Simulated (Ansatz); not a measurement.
Wavefunction ladder for `F[SiH2]` radical

| atom | x (Å) | y (Å) | z (Å) |
| --- | --- | --- | --- |
| F1 | 0.690 | -1.139 | 0.631 |
| Si2 | -0.371 | -0.126 | -0.017 |
| H3 | 0.056 | 0.147 | -1.418 |
| H4 | -0.375 | 1.118 | 0.803 |

Total charge 0; spin multiplicity 2. The structure was optimised at the PBE0-D4/def2-TZVP level. Frozen core, unrestricted reference, the Gaussian-basis code of Ansatz. CBS rows extrapolate triple and quadruple zeta.

```json
{"basis": "def2-SVP", "HF (Eh)": "-389.36566", "MP2 corr.": "-0.26984", "CCSD corr.": "-0.28958", "(T)": "-0.00450", "CCSD(T) total": "-389.65974"}
{"basis": "def2-TZVPP", "HF (Eh)": "-389.60641", "MP2 corr.": "-0.35595", "CCSD corr.": "-0.37390", "(T)": "-0.01027", "CCSD(T) total": "-389.99058"}
{"basis": "def2-QZVPP", "HF (Eh)": "-389.62091", "MP2 corr.": "-0.38873", "CCSD corr.": "-0.40325", "(T)": "-0.01235", "CCSD(T) total": "-390.03651"}
{"basis": "CBS(def2)", "HF (Eh)": "-389.62291", "MP2 corr.": "-0.41301", "CCSD corr.": "-0.42500", "(T)": "-0.01389", "CCSD(T) total": "-390.06180"}
{"basis": "cc-pV(D+d)Z", "HF (Eh)": "-389.54790", "MP2 corr.": "-0.27192", "CCSD corr.": "-0.29203", "(T)": "-0.00483", "CCSD(T) total": "-389.84476"}
{"basis": "cc-pV(T+d)Z", "HF (Eh)": "-389.60450", "MP2 corr.": "-0.35767", "CCSD corr.": "-0.37498", "(T)": "-0.01048", "CCSD(T) total": "-389.98996"}
{"basis": "cc-pV(Q+d)Z", "HF (Eh)": "-389.61865", "MP2 corr.": "-0.38971", "CCSD corr.": "-0.40425", "(T)": "-0.01234", "CCSD(T) total": "-390.03524"}
{"basis": "CBS(cc)", "HF (Eh)": "-389.62291", "MP2 corr.": "-0.41252", "CCSD corr.": "-0.42509", "(T)": "-0.01366", "CCSD(T) total": "-390.06166"}
```
